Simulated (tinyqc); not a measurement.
CIS and TDHF on RHF in the sto-3g basis, frozen core, for OH-, spin multiplicity 1, step by step. The basis has no diffuse functions, so it cannot describe the extra electron: this is an exercise in the method, not the real anion. One step of it, computed by the program tinyqc.

Task: CIS matrix, singlets. A(ia,jb) = (e_a - e_i) d_ij d_ab + 2 (ia|jb) - (ij|ab).

orbital energies (hartree): MO1 -19.403488, MO2 -0.583287, MO3 0.072223, MO4 0.239172, MO5 0.239172, MO6 1.173772

Two-electron integrals over orbitals (pq|rs), unique and non-zero (hartree); the lowest 1 orbital is frozen and left out:
```
p,q,r,s,(pq|rs)
2,2,2,2,0.724615
3,2,2,2,-0.035493
3,2,3,2,0.146365
3,3,2,2,0.627977
3,3,3,2,-0.015845
3,3,3,3,0.647999
4,2,4,2,0.149400
4,3,4,2,-0.051307
4,3,4,3,0.042833
4,4,2,2,0.752487
4,4,3,2,-0.102753
4,4,3,3,0.620219
4,4,4,4,0.880159
5,2,5,2,0.149400
5,3,5,2,-0.051307
5,3,5,3,0.042833
5,4,5,4,0.047444
5,5,2,2,0.752487
5,5,3,2,-0.102753
5,5,3,3,0.620219
5,5,4,4,0.785270
5,5,5,5,0.880159
6,2,2,2,-0.105460
6,2,3,2,-0.027091
6,2,3,3,-0.006225
6,2,4,4,-0.111507
6,2,5,5,-0.111507
6,2,6,2,0.108510
6,3,2,2,-0.110318
6,3,3,2,0.120526
6,3,3,3,-0.045338
6,3,4,4,-0.157490
6,3,5,5,-0.157490
6,3,6,2,0.037741
6,3,6,3,0.167030
6,4,4,2,-0.039800
6,4,4,3,-0.009156
6,4,6,4,0.038337
6,5,5,2,-0.039800
6,5,5,3,-0.009156
6,5,6,5,0.038337
6,6,2,2,0.679906
6,6,3,2,0.026617
6,6,3,3,0.641240
6,6,4,4,0.665922
6,6,5,5,0.665922
6,6,6,2,-0.086517
6,6,6,3,-0.045874
6,6,6,6,0.719325
```

Give: CIS matrix A, singlet.

Result:

CIS matrix A, singlet (hartree), lower triangle:
```
,2>6,3>6,4>6,5>6
2>6,1.2942
3>6,0.0489,0.7944
4>6,0.0000,0.0000,0.3454
5>6,0.0000,0.0000,0.0000,0.3454
```
